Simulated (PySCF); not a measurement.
# N₂O: spin-spin couplings and electronic excitations at several levels of theory, part 2 of 2

PySCF 2.14.0. Atoms count from 0. Earlier steps stand in the parts before.

### Step 12. Ultraviolet spectrum: HF/def2-SVPD

Job settings and geometry (Å):

```
{"job": {"kind": "uv", "xc": "HF", "basis": "def2-SVPD", "ip": true}, "charge": 0, "multiplicity": 1}
N     -1.123990    -0.156504     0.013204
N     -0.020847     0.067918    -0.006374
O      1.128437     0.301786    -0.026719
```

With the program's defaults for keys left out, this is: TDDFT HF/def2-SVPD, vertical, gas phase, core orbitals frozen in the response.

The program printed:

```text
final grid: 33192 points
cycle   1  E = -183.4191543755  dE =  7.797e-01  |g| = 7.750e-01  |ddm| = 2.281e+00
cycle   2  E = -183.4818993464  dE = -6.274e-02  |g| = 5.587e-01  |ddm| = 8.813e-01
cycle   3  E = -183.5368289719  dE = -5.493e-02  |g| = 6.014e-02  |ddm| = 4.340e-01
cycle   4  E = -183.5376789081  dE = -8.499e-04  |g| = 1.578e-02  |ddm| = 7.692e-02
cycle   5  E = -183.5378040218  dE = -1.251e-04  |g| = 5.861e-03  |ddm| = 4.516e-02
cycle   6  E = -183.5378139002  dE = -9.878e-06  |g| = 3.090e-03  |ddm| = 1.290e-02
cycle   7  E = -183.5378173696  dE = -3.469e-06  |g| = 1.098e-03  |ddm| = 4.725e-03
cycle   8  E = -183.5378177463  dE = -3.767e-07  |g| = 1.031e-04  |ddm| = 1.971e-03
cycle   9  E = -183.5378177518  dE = -5.436e-09  |g| = 1.576e-05  |ddm| = 3.151e-04
cycle  10  E = -183.5378177518  dE = -8.600e-11  |g| = 4.309e-06  |ddm| = 2.235e-05
converged SCF energy = -183.5378177518

Static polarisability (au): isotropic 17.825, principal 11.994 11.994 29.487

Singlet excitations
state   eV       nm        f      main configurations
  1   5.9003    210.1   0.00000   H->L+1 0.36, H-1->L+2 0.36, H-1->L+5 0.12
  2   6.5972    187.9   0.00000   H-1->L+1 0.37, H->L+2 0.37, H->L+5 0.11
  3   6.5972    187.9   0.00000   H->L+1 0.37, H-1->L+2 0.37, H->L+4 0.11
  4   9.8726    125.6   0.00001   H->L 0.81, H->L+10 0.08
  5   9.8726    125.6   0.00001   H-1->L 0.81, H-1->L+10 0.08
  6  11.4324    108.4   0.79619   H-1->L+1 0.46, H->L+2 0.46
  7  12.2734    101.0   0.03116   H-2->L+2 0.74, H-2->L+5 0.22
  8  12.2734    101.0   0.03116   H-2->L+1 0.74, H-2->L+4 0.22
  9  12.3502    100.4   0.00000   H-1->L+5 0.38, H->L+4 0.38, H-1->L+2 0.11
 10  12.3502    100.4   0.00000   H-1->L+4 0.38, H->L+5 0.38, H-1->L+1 0.11

Triplet excitations (Tamm-Dancoff, eV): 4.9041 5.7653 5.7653 6.6148
Vertical ionisation energy (delta-SCF) = 11.2461 eV
```

Run time: 0.85 s. Hardware: 1 thread of Intel Xeon Platinum 8175M at 2.50GHz, shared host; peak memory 0.44 GiB.

The orbitals next to the gap, with their largest atomic shares:

```tsv
orbital	eV	atoms
HOMO−3	-21.09	N1 45 %, O2 34 %, N0 21 %
HOMO−2	-18.94	N0 77 %, N1 15 %, O2 8 %
HOMO−1	-13.50	O2 47 %, N0 31 %, N1 22 %
HOMO	-13.50	O2 47 %, N0 31 %, N1 22 %
LUMO	3.72	O2 56 %, N0 24 %, N1 19 %
LUMO+1	3.75	O2 39 %, N0 31 %, N1 30 %
LUMO+2	3.75	O2 39 %, N0 31 %, N1 30 %
```

With each of the 10 states as a Gaussian band of 0.4 eV half-width at 1/e, the curve within the window shown has maxima at 108 nm (ε 32,000) L/(mol cm). Beyond the last state computed it falls off for lack of states. The curve at chosen wavelengths:

| nm | ε (L/mol/cm) |
| --- | --- |
| 100 | 2383 |
| 105 | 13999 |
| 111 | 20948 |
| 116 | 1013 |
| 121 | 5 |
| 127 | 1 |
| 132 | 0 |
| 137 | 0 |
| 143 | 0 |
| 148 | 0 |
| 153 | 0 |
| 159 | 0 |
| 164 | 0 |
| 169 | 0 |
| 174 | 0 |
| 180 | 0 |
| 185 | 0 |
| 190 | 0 |
| 196 | 0 |
| 201 | 0 |
| 206 | 0 |
| 212 | 0 |
| 217 | 0 |
| 222 | 0 |
| 228 | 0 |
| 233 | 0 |

Ground-state properties from the same run:

```tsv
property	computed	measured
dipole moment (D)	0.62	0.16
polarisability (Å³)	2.64	3.00
HOMO–LUMO gap (eV)	17.22	–
−ε(HOMO) (eV)	13.50	–
```

Measured: gas; NIST CCCBDB Release 22 (SRD 101), experimental dipoles; gas; NIST CCCBDB Release 22 (SRD 101), experimental polarizabilities.

### Step 13. TDDFT and polarisability: LDA/def2-SVPD

Job settings and geometry (Å):

```
{"job": {"kind": "uv", "xc": "LDA", "basis": "def2-SVPD", "ip": true}, "charge": 0, "multiplicity": 1}
N     -1.123990    -0.156504     0.013204
N     -0.020847     0.067918    -0.006374
O      1.128437     0.301786    -0.026719
```

With the program's defaults for keys left out, this is: TDDFT LDA/def2-SVPD, vertical, gas phase, core orbitals frozen in the response.

The program printed:

```text
coarse grid: 3216 points
cycle   1  E = -183.0181917871  dE =  6.900e-01  |g| = 7.347e-01  |ddm| = 2.590e+00
cycle   2  E = -182.1226927884  dE =  8.955e-01  |g| = 2.338e+00  |ddm| = 1.806e+00
cycle   3  E = -182.9411777407  dE = -8.185e-01  |g| = 9.168e-01  |ddm| = 1.532e+00
cycle   4  E = -183.1150795387  dE = -1.739e-01  |g| = 1.713e-01  |ddm| = 6.751e-01
cycle   5  E = -183.1203920731  dE = -5.313e-03  |g| = 3.630e-02  |ddm| = 9.446e-02
cycle   6  E = -183.1206669552  dE = -2.749e-04  |g| = 7.799e-03  |ddm| = 2.470e-02
cycle   7  E = -183.1206793201  dE = -1.236e-05  |g| = 1.191e-03  |ddm| = 5.779e-03
cycle   8  E = -183.1206796121  dE = -2.920e-07  |g| = 3.148e-04  |ddm| = 1.234e-03
final grid: 33192 points
cycle   9  E = -183.1588424390  dE = -5.792e-06  |g| = 1.112e-03  |ddm| = 2.113e-02
cycle  10  E = -183.1588411451  dE =  1.294e-06  |g| = 2.748e-03  |ddm| = 2.708e-03
cycle  11  E = -183.1588423856  dE = -1.240e-06  |g| = 1.187e-03  |ddm| = 2.232e-03
cycle  12  E = -183.1588426208  dE = -2.353e-07  |g| = 4.381e-04  |ddm| = 9.138e-04
cycle  13  E = -183.1588426592  dE = -3.834e-08  |g| = 4.837e-05  |ddm| = 3.161e-04
cycle  14  E = -183.1588426597  dE = -5.197e-10  |g| = 8.667e-06  |ddm| = 5.735e-05
converged SCF energy = -183.1588426597

Static polarisability (au): isotropic 18.869, principal 12.882 12.882 30.842

Singlet excitations
state   eV       nm        f      main configurations
  1   6.9062    179.5   0.00000   H->L 0.50, H-1->L+1 0.50
  2   7.3501    168.7   0.00000   H-1->L+1 0.47, H->L 0.47
  3   7.3501    168.7   0.00000   H-1->L 0.47, H->L+1 0.47
  4   8.9775    138.1   0.00000   H-1->L+2 0.60, H->L+2 0.40
  5   8.9775    138.1   0.00000   H->L+2 0.60, H-1->L+2 0.40
  6  10.3559    119.7   0.51163   H->L+4 0.25, H-1->L+3 0.25, H-1->L 0.23
  7  10.7907    114.9   0.03640   H-2->L 0.96
  8  10.7907    114.9   0.03640   H-2->L+1 0.96
  9  11.1960    110.7   0.00000   H->L+3 0.46, H-1->L+4 0.46
 10  11.1960    110.7   0.00000   H->L+4 0.46, H-1->L+3 0.46

Triplet excitations (Tamm-Dancoff, eV): 5.8953 6.4117 6.4117 6.9062
Vertical ionisation energy (delta-SCF) = 13.3967 eV
Vertical electron affinity (delta-SCF) = -2.3112 eV
```

Run time: 5.1 s. Hardware: 1 thread of Intel Xeon Platinum 8175M at 2.50GHz, shared host; peak memory 0.44 GiB.

This run: HOMO -8.68 eV, LUMO -1.78 eV; lowest singlet 6.91 eV.

### Step 14. Excited states and response: PBE/def2-SVPD

Job settings and geometry (Å):

```
{"job": {"kind": "uv", "xc": "PBE", "basis": "def2-SVPD", "ip": true}, "charge": 0, "multiplicity": 1}
N     -1.123990    -0.156504     0.013204
N     -0.020847     0.067918    -0.006374
O      1.128437     0.301786    -0.026719
```

Level: TDDFT PBE/def2-SVPD, vertical, gas phase, core orbitals frozen in the response.

The program printed:

```text
coarse grid: 3216 points
cycle   1  E = -184.2284987080  dE =  6.962e-01  |g| = 7.353e-01  |ddm| = 2.521e+00
cycle   2  E = -183.4021153606  dE =  8.264e-01  |g| = 2.257e+00  |ddm| = 1.769e+00
cycle   3  E = -184.1638510532  dE = -7.617e-01  |g| = 8.802e-01  |ddm| = 1.490e+00
cycle   4  E = -184.3247689469  dE = -1.609e-01  |g| = 1.658e-01  |ddm| = 6.575e-01
cycle   5  E = -184.3298197004  dE = -5.051e-03  |g| = 3.362e-02  |ddm| = 9.328e-02
cycle   6  E = -184.3300560682  dE = -2.364e-04  |g| = 7.806e-03  |ddm| = 2.463e-02
cycle   7  E = -184.3300686426  dE = -1.257e-05  |g| = 1.032e-03  |ddm| = 5.742e-03
cycle   8  E = -184.3300688589  dE = -2.163e-07  |g| = 3.153e-04  |ddm| = 1.119e-03
final grid: 33192 points
cycle   9  E = -184.3615662437  dE =  4.645e-05  |g| = 1.797e-02  |ddm| = 5.229e-02
cycle  10  E = -184.3605281012  dE =  1.038e-03  |g| = 7.360e-02  |ddm| = 5.527e-02
cycle  11  E = -184.3616066912  dE = -1.079e-03  |g| = 1.018e-02  |ddm| = 4.832e-02
cycle  12  E = -184.3616269975  dE = -2.031e-05  |g| = 8.720e-04  |ddm| = 5.934e-03
cycle  13  E = -184.3616271769  dE = -1.794e-07  |g| = 6.486e-05  |ddm| = 7.836e-04
cycle  14  E = -184.3616271776  dE = -6.875e-10  |g| = 3.333e-05  |ddm| = 8.165e-05
cycle  15  E = -184.3616271778  dE = -2.557e-10  |g| = 4.482e-06  |ddm| = 2.464e-05
converged SCF energy = -184.3616271778

Static polarisability (au): isotropic 18.787, principal 12.786 12.786 30.787

Singlet excitations
state   eV       nm        f      main configurations
  1   6.9443    178.5   0.00000   H->L 0.49, H-1->L+1 0.49
  2   7.2958    169.9   0.00000   H-1->L+1 0.47, H->L 0.47
  3   7.2958    169.9   0.00000   H->L+1 0.47, H-1->L 0.47
  4   8.8545    140.0   0.00007   H-1->L+2 0.80, H->L+2 0.19
  5   8.8545    140.0   0.00007   H->L+2 0.80, H-1->L+2 0.19
  6  10.1745    121.9   0.45013   H-1->L+3 0.27, H->L+4 0.27, H-1->L 0.21
  7  10.8859    113.9   0.00000   H->L+3 0.50, H-1->L+4 0.50
  8  10.8859    113.9   0.00000   H->L+4 0.50, H-1->L+3 0.50
  9  10.9130    113.6   0.00000   H-1->L+4 0.49, H->L+3 0.49
 10  10.9491    113.2   0.03470   H-2->L 0.96

Triplet excitations (Tamm-Dancoff, eV): 5.7791 6.1950 6.1950 6.9443
Vertical ionisation energy (delta-SCF) = 13.0181 eV
Vertical electron affinity (delta-SCF) = -2.4676 eV
```

Wall time 8.3 s (1 thread of Intel Xeon Platinum 8175M at 2.50GHz, shared host); peak memory 0.44 GiB.

This run: HOMO -8.44 eV, LUMO -1.49 eV; lowest singlet 6.94 eV.

### Step 15. Side by side: spin-spin couplings

Couplings (Hz), with basis size and wall time:

```tsv
run	N1–O2	N0–O2	N0–N1	functions	time
CAM-B3LYP/pcJ-1	-54.6	7.6	-4.6	81	4.2 s
BHandHLYP/pcJ-1	-59.3	13.9	2.0	81	3.2 s
B3LYP/pcJ-0	-78.4	23.8	-28.4	39	1.4 s
B3LYP/pcJ-2	-54.8	5.3	-8.5	153	5.1 s
B3LYP/aug-cc-pVTZ-J	-54.8	4.0	-8.8	138	4.8 s
B3LYP/6-31G-J	-71.6	5.3	-18.0	36	1.5 s
B3LYP/def2-TZVP	-57.7	3.3	-10.8	93	2.9 s
B3LYP/cc-pVTZ	-43.2	3.6	13.3	90	2.8 s
B3LYP/6-31G*	-29.9	6.2	-3.7	42	1.6 s
```

### Step 16. Run by run: electronic excitations

Excitations and ground-state properties, with basis size and wall time:

```tsv
run	lowest singlet (eV)	brightest (eV)	f	gap (eV)	α (Å³)	μ (D)	functions	time
HF/def2-SVPD	5.90	11.43	0.796	17.22	2.64	0.62	63	0.85 s
LDA/def2-SVPD	6.91	10.36	0.512	6.91	2.80	0.14	63	5.1 s
PBE/def2-SVPD	6.94	10.17	0.450	6.94	2.78	0.13	63	8.3 s
```

Measured dipole: 0.16 D (gas; NIST CCCBDB Release 22 (SRD 101), experimental dipoles).

Measured polarisability: 3.00 Å³ (gas; NIST CCCBDB Release 22 (SRD 101), experimental polarizabilities).

### Step 17. Outcome

What follows sums up all 2 parts.

```
                                       quantity                         value
                                    point group                         Cinfv
           rotational constants (main isotopes)              12.78, 12.78 GHz
largest coupling of the table (CAM-B3LYP/pcJ-1)       1J(N,O) N1–O2, -54.6 Hz
                  lowest singlet (HF/def2-SVPD)   5.90 eV (210 nm), f = 0.000
       brightest single state of those computed  state 6, 11.43 eV, f = 0.796
                                 lowest triplet                       4.90 eV
        range of J(N1,O2), mean over like pairs             -78.4 to -29.9 Hz
                    range of the lowest singlet               5.90 to 6.94 eV
```

In words: Single values in the summary come from the first run of each kind that ended normally (CAM-B3LYP/pcJ-1; HF/def2-SVPD), which need not be the best level. The optimisation took 6 steps and gained 2.138 eV; among the close pairs (by a distance rule), N1–O2 changed most, from 1.381 to 1.173 Å. Of the pairs tabulated at CAM-B3LYP/pcJ-1, N1–O2 couples most strongly (-54.6 Hz; Fermi contact -42.8 Hz). The coupling N1–O2, as a mean over pairs of its kind, runs from -78.4 Hz (B3LYP/pcJ-0) to -29.9 Hz (B3LYP/6-31G*). The lowest singlet runs from 5.90 eV (HF/def2-SVPD) to 6.94 eV (PBE/def2-SVPD), while the orbital gap spans 6.91 to 17.22 eV: the excitation energy moves far less from run to run than the orbital gap does. The lowest state need not be the same one in every run. For the measured polarisability, LDA/def2-SVPD misses least (0.20 Å³, 5.1 s) and HF/def2-SVPD most (0.36 Å³, 0.85 s). Couplings from bases without tight functions are rough. One molecule ranks no method: errors cancel, and vibration and temperature are missing from all runs.
